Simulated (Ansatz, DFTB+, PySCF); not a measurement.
Gas-phase reaction in SMILES: COC(C)=O + 2 C (CH4) + O (H2O) -> C=O (CH2O) + CC (C2H6) [ethane] + 2 CO (CH4O) [methanol]

Property: bond separation energy (enthalpy at 298 K), in kcal/mol. Terms: SCC-DFTB with the Slater-Koster set that CP2K ships; non-relativistic; 6-31G* and kin with 6d, 5d where marked; spin-orbit terms left out; frozen cores in correlated levels; no dispersion term unless named; LANL2DZ all-electron up to Ne. CBS marks a two-point X^-3 extrapolation of the correlation energy; Hartree-Fock from the larger set. [CCSD(T)-MP2]/basis is that difference in the basis named. First-principles and DFTB rows: single points at B3LYP-D3(BJ) geometries (Ansatz, an electronic-structure program), with unscaled harmonic terms from B3LYP/6-31G* (Ansatz) at its own minima.

Measured values: Active Thermochemical Tables 1.112 (ions: stationary electron), as tabulated in the package chemicals; CRC Handbook, as tabulated in the package chemicals; they hold spin-orbit and core effects, anharmonicity and other conformers. 

Value to compare with, the measured value: 50.2 kcal/mol.

| level | program | bond separation energy (enthalpy at 298 K) (kcal/mol) | error |
|---|---|---|---|
| SCC-DFTB | DFTB+ | 35.8 | -14.4 |
| PBE/LANL2DZ | Ansatz | 49.4 | -0.8 |
| BP86/def2-SVP | PySCF | 48.4 | -1.8 |
| B3LYP/6-31G* | Ansatz | 47.6 | -2.6 |
| MP2/3-21G | Ansatz | 51.6 | 1.4 |
| MP2/6-31G* | Ansatz | 51.5 | 1.3 |
| B3PW91/6-31G* (5d) | PySCF | 48.7 | -1.5 |
| PBE0/def2-TZVPD | Ansatz | 48.3 | -1.9 |
| M06-2X/def2-TZVPD | PySCF | 47.9 | -2.3 |
| wB97X-V/def2-TZVPD | Ansatz | 48.2 | -2.0 |
| RI-MP2/CBS(cc-pVTZ,cc-pVQZ)+[CCSD(T)-MP2]/cc-pVTZ | Ansatz | 48.1 | -2.1 |

Among the 7 habitual levels, SCC-DFTB lies farthest from the measured value (-14.4 kcal/mol); 2 of 7 lie above it, and their mean absolute error is 3.4 kcal/mol, the median 1.5. One case shows no general order.

The levels are drawn from those run, B3LYP/6-31G* more often than the rest, none by its result; left out are runs that failed, that the program found above a lower state of the same kind, or whose <S^2> lies over 0.5 above the pure value.
